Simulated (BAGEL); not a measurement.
**C2H6Si (vinylsilane): RI-MP2/6-311+G(d,p) (density fitting with qzvpp-jkfit)**

What is the energy change on altering one bond length of C2H6Si (vinylsilane) at RI-MP2/6-311+G** (density fitting with qzvpp-jkfit)? 

The calculation is run with BAGEL 1.2.2.

**1. The system as given**

C2H6Si has 9 atoms, charge 0, and is taken as a singlet. SMILES: `C=C[SiH3]`. Geometry: relaxed at PBE0-D4/def2-TZVP.

Bond lengths: C1–C2 1.330 Å, C2–Si3 1.859 Å, C1–H4 1.087 Å, C1–H5 1.087 Å, C2–H6 1.089 Å, Si3–H7 1.488 Å, Si3–H8 1.487 Å, Si3–H9 1.488 Å. Some angles: C1–C2–Si3 123.1°, C1–C2–H6 118.1°, Si3–C2–H6 118.8°, C2–C1–H4 121.7°, C2–C1–H5 122.2°, C2–Si3–H7 110.8°, C2–Si3–H8 109.0°, C2–Si3–H9 110.8°, H4–C1–H5 116.1°, H7–Si3–H8 109.3°.

**2. A single-point energy at RI-MP2/6-311+G(d,p) (density fitting with qzvpp-jkfit)**

mp2.json reads:

```json
{ "bagel": [

{
  "title": "molecule",
  "basis": "6-311+gss.json",
  "df_basis": "qzvpp-jkfit",
  "angstrom": true,
  "geometry": [
    { "atom": "C", "xyz": [   -0.713700,    0.870200,   -1.048300 ] },
    { "atom": "C", "xyz": [   -0.071300,    0.712500,    0.105600 ] },
    { "atom": "Si", "xyz": [    0.560600,   -0.932000,    0.700100 ] },
    { "atom": "H", "xyz": [   -0.905700,    0.033000,   -1.713900 ] },
    { "atom": "H", "xyz": [   -1.076700,    1.838600,   -1.381500 ] },
    { "atom": "H", "xyz": [    0.089400,    1.592000,    0.727600 ] },
    { "atom": "H", "xyz": [    2.035800,   -0.893900,    0.893800 ] },
    { "atom": "H", "xyz": [    0.223400,   -1.972400,   -0.307300 ] },
    { "atom": "H", "xyz": [   -0.053200,   -1.294300,    2.006700 ] }
  ]
},
{ "title": "hf" },
{ "title": "mp2", "ncore": 7 }

]}
```

The basis set 6-311+G** is read from a file made from the Basis Set Exchange's data (not shown).

Command:

```console
$ BAGEL_NUM_THREADS=1 BAGEL mp2.json > mp2.out
```

Standard output:

```text
* using 1 threads per process

  ===============================================================
  ===============================================================

  *** Geometry ***

  { "atom" : "C", "xyz" : [     -1.348698,      1.644440,     -1.981000 ] },
  { "atom" : "C", "xyz" : [     -0.134737,      1.346430,      0.199555 ] },
  { "atom" : "Si", "xyz" : [      1.059380,     -1.761225,      1.322997 ] },
  { "atom" : "H", "xyz" : [     -1.711525,      0.062361,     -3.238802 ] },
  { "atom" : "H", "xyz" : [     -2.034668,      3.474450,     -2.610657 ] },
  { "atom" : "H", "xyz" : [      0.168942,      3.008444,      1.374965 ] },
  { "atom" : "H", "xyz" : [      3.847104,     -1.689226,      1.689037 ] },
  { "atom" : "H", "xyz" : [      0.422165,     -3.727296,     -0.580713 ] },
  { "atom" : "H", "xyz" : [     -0.100533,     -2.445873,      3.792113 ] },

  Number of auxiliary basis functions:      386

  Since a DF basis is specified, we compute 2- and 3-index integrals:
    o Being stored without compression. Storage requirement is 0.037 GB

  Number of basis functions:      110
  Number of electrons      :       32

    * METHOD: MOLECULE                             0.19

  *** RHF ***

  === Nuclear Repulsion ===
    98.3219083629

      * DIIS with orbital gradients will be used.

  === RHF iteration (6-311+gss.json) ===
      0       -367.95791714          0.02136778           0.07
      1       -368.11802231          0.01040562           0.07
      2       -368.15728235          0.00154825           0.06
      3       -368.15893329          0.00029831           0.06
      4       -368.15897552          0.00010517           0.05
      5       -368.15898174          0.00001900           0.06
      6       -368.15898214          0.00000791           0.06
      7       -368.15898219          0.00000300           0.06
      8       -368.15898220          0.00000079           0.05
      9       -368.15898220          0.00000020           0.06
     10       -368.15898220          0.00000008           0.05
     11       -368.15898220          0.00000002           0.06
     12       -368.15898220          0.00000001           0.06
    * SCF iteration converged.

    * Permanent dipole moment:
           (    0.118916,    -0.215582,     0.145974) a.u.

    * METHOD: HF                                   0.95

  *** RHF ***

  === Nuclear Repulsion ===
    98.3219083629

      * DIIS with orbital gradients will be used.

  === RHF iteration (6-311+gss.json) ===
      0       -368.15898220          0.00000000           0.06
    * SCF iteration converged.

    * Permanent dipole moment:
           (    0.118917,    -0.215582,     0.145974) a.u.

  === DF-MP2 calculation ===

    * freezing 7 orbitals
    * 3-index integral transformation done
    * assembly done

      MP2 correlation energy:   -0.3909635046      0.04

      MP2 total energy:       -368.5499457071

    * METHOD: MP2                                  0.18

  ===============================================================
```

It took 1.5 s on 1 thread of Arm Neoverse V1, shared host; peak memory 0.12 GiB.

**3. The distorted shape**

mp2.json reads:

```json
{ "bagel" : [

{
  "title" : "molecule",
  "basis" : "6-311+gss.json",
  "df_basis" : "qzvpp-jkfit",
  "angstrom" : "true",
  "geometry" : [
    { "atom" : "C", "xyz" : [   -0.612545,    1.182305,   -0.746095 ] },
    { "atom" : "C", "xyz" : [    0.029855,    1.024605,    0.407805 ] },
    { "atom" : "Si", "xyz" : [    0.661755,   -0.619895,    1.002305 ] },
    { "atom" : "H", "xyz" : [   -0.804545,    0.345105,   -1.411695 ] },
    { "atom" : "H", "xyz" : [   -0.975545,    2.150705,   -1.079295 ] },
    { "atom" : "H", "xyz" : [    0.190555,    1.904105,    1.029805 ] },
    { "atom" : "H", "xyz" : [    2.136955,   -0.581795,    1.196005 ] },
    { "atom" : "H", "xyz" : [    0.223400,   -1.972400,   -0.307300 ] },
    { "atom" : "H", "xyz" : [    0.047955,   -0.982195,    2.308905 ] }
  ]
},
{
  "title" : "hf"
},
{
  "title" : "mp2",
  "ncore" : 7
}

]}
```

The basis set 6-311+G** is read from a file made from the Basis Set Exchange's data (not shown).

Command:

```console
$ BAGEL_NUM_THREADS=1 BAGEL mp2.json > mp2.out
```

Standard output:

```text
* using 1 threads per process

  ===============================================================
  ===============================================================

  *** Geometry ***

  { "atom" : "C", "xyz" : [     -1.157542,      2.234233,     -1.409915 ] },
  { "atom" : "C", "xyz" : [      0.056418,      1.936223,      0.770640 ] },
  { "atom" : "Si", "xyz" : [      1.250536,     -1.171432,      1.894082 ] },
  { "atom" : "H", "xyz" : [     -1.520370,      0.652154,     -2.667717 ] },
  { "atom" : "H", "xyz" : [     -1.843513,      4.064243,     -2.039572 ] },
  { "atom" : "H", "xyz" : [      0.360097,      3.598237,      1.946049 ] },
  { "atom" : "H", "xyz" : [      4.038260,     -1.099433,      2.260122 ] },
  { "atom" : "H", "xyz" : [      0.422165,     -3.727296,     -0.580713 ] },
  { "atom" : "H", "xyz" : [      0.090622,     -1.856080,      4.363198 ] },

  Number of auxiliary basis functions:      386

  Since a DF basis is specified, we compute 2- and 3-index integrals:
    o Being stored without compression. Storage requirement is 0.037 GB

  Number of basis functions:      110
  Number of electrons      :       32

    * METHOD: MOLECULE                             0.23

  *** RHF ***

  === Nuclear Repulsion ===
    96.8907086306

      * DIIS with orbital gradients will be used.

  === RHF iteration (6-311+gss.json) ===
      0       -367.91067486          0.02148234           0.05
      1       -368.07455498          0.01062457           0.06
      2       -368.11573181          0.00154858           0.06
      3       -368.11745706          0.00032483           0.05
      4       -368.11750867          0.00011409           0.07
      5       -368.11751691          0.00002781           0.06
      6       -368.11751787          0.00001207           0.06
      7       -368.11751803          0.00000381           0.06
      8       -368.11751805          0.00000089           0.05
      9       -368.11751805          0.00000024           0.06
     10       -368.11751805          0.00000008           0.05
     11       -368.11751805          0.00000002           0.05
     12       -368.11751805          0.00000001           0.06
    * SCF iteration converged.

    * Permanent dipole moment:
           (    0.068976,    -0.497086,    -0.048978) a.u.

    * METHOD: HF                                   1.02

  *** RHF ***

  === Nuclear Repulsion ===
    96.8907086306

      * DIIS with orbital gradients will be used.

  === RHF iteration (6-311+gss.json) ===
      0       -368.11751805          0.00000000           0.05
    * SCF iteration converged.

    * Permanent dipole moment:
           (    0.068976,    -0.497086,    -0.048978) a.u.

  === DF-MP2 calculation ===

    * freezing 7 orbitals
    * 3-index integral transformation done
    * assembly done

      MP2 correlation energy:   -0.3921161844      0.04

      MP2 total energy:       -368.5096342330

    * METHOD: MP2                                  0.16

  ===============================================================
```

It took 1.6 s on 1 thread of Arm Neoverse V1, shared host; peak memory 0.12 GiB.

**4. Summary of results**

At RI-MP2/6-311+G** (density fitting with qzvpp-jkfit), 7 core orbitals frozen:

```
                                                          quantity          value
                                         first shape: total energy  -368.54995 Eh
          first shape: correlation energy (7 core orbitals frozen)     -391.0 mEh
                                     distorted shape: total energy  -368.50963 Eh
      distorted shape: correlation energy (7 core orbitals frozen)     -392.1 mEh
energy change with the Si3–H8 bond stretched from 1.487 to 1.933 Å       1.097 eV
```

In words: With the Si3–H8 bond stretched from 1.487 to 1.933 Å the energy rises by 1.10 eV (106 kJ/mol). The first shape isn't relaxed at this level, so the change isn't measured from a minimum.
